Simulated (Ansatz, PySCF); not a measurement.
Cohesive energy (eV/atom) of solids drawn from the class of oxides, at two levels: PBE (Ansatz, a quantum-chemistry and plane-wave program, PySCF; the runs differ in potentials, basis or settings), and PBE0 (plane waves, PAW; Ansatz).

```csv
solid,PBE,PBE0
corundum Ga₂O₃ (metastable phase),4.72,4.62
rock-salt SrO,5.09,4.92
stishovite (SiO2),6.19,6.09
rock-salt BaO,5.02,4.81
rock-salt CaO,5.46,5.27
rock-salt CdO,2.94,2.84
rock-salt MgO,4.97,?
```

**Question.** Estimate the withheld PBE0 value from the other rows.

**Answer.** One way: carry over the typical difference. The differences PBE0 − PBE of the other rows, in order: -0.21, -0.19, -0.17, -0.10, -0.10, -0.10; median -0.135. Rock-salt MgO: 4.97 + (-0.135) = 4.83 eV/atom; the run gives 4.92 eV/atom. The differences spread from -0.21 to -0.10, so such an estimate is rough. Rock-salt MgO lies outside that spread.

Over all 7 rows PBE0 is the larger in 0.

Ansatz's runs of these crystals have no spin polarisation.

Spin–orbit coupling is left out, also for the solids with elements from indium on (rock-salt BaO); its size isn't shown.

Free atoms are spin-polarised, in the lowest state found; at levels without +SOC their spin–orbit coupling is left out. The solid named is at each level's own relaxed cell; a reference phase can be a single point on another level's cell. Ansatz's density-functional and Hartree–Fock values are scalar-relativistic unless marked +SOC, with PAW data made under PBE.
